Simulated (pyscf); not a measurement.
Thermochemistry of product channels of H₂B–O–GeH₃ + HF on the singlet surface, in eV, from CCSD(T)/def2-TZVPP + ΔMP2(QZVPP) energies (ideal gas, 1 atm, RRHO with modes under 100 cm⁻¹ raised to 100, one conformer, R ln 2 for chiral ones without a mode under 150 cm⁻¹). PySCF, gas phase, ωB97X-D3(BJ)/def2-SVP geometries. MP2 and CC: frozen core, UHF for open shells. ΔMP2 is the change of the MP2 total energy from the triple- to the quadruple-zeta basis.

```tsv
products	ΔE	ΔH(298 K)	ΔG(900 K)	ΔG(1200 K)
F–GeH₃ + H₂B–OH	…	-0.24	-0.25	-0.23
HO–GeH₃ + H₂B–F	…	+0.07	-0.06	-0.09
```

Question: What belongs in the gaps?

Answer: 
- F–GeH₃ + H₂B–OH, ΔE: -0.28
- HO–GeH₃ + H₂B–F, ΔE: +0.06

These are energies of the channels, which say nothing of barriers. The CCSD(T) − MP2 part came from Ansatz, without density fitting, on the same reference. The frozen core leaves the outer d or s,p core shells of the metals and heavy elements correlated in the MP2 and CC values, and def2-TZVPP describes them poorly, which can shift differences by a few kcal/mol. Elements up to Kr have no core potential and no relativistic terms here.
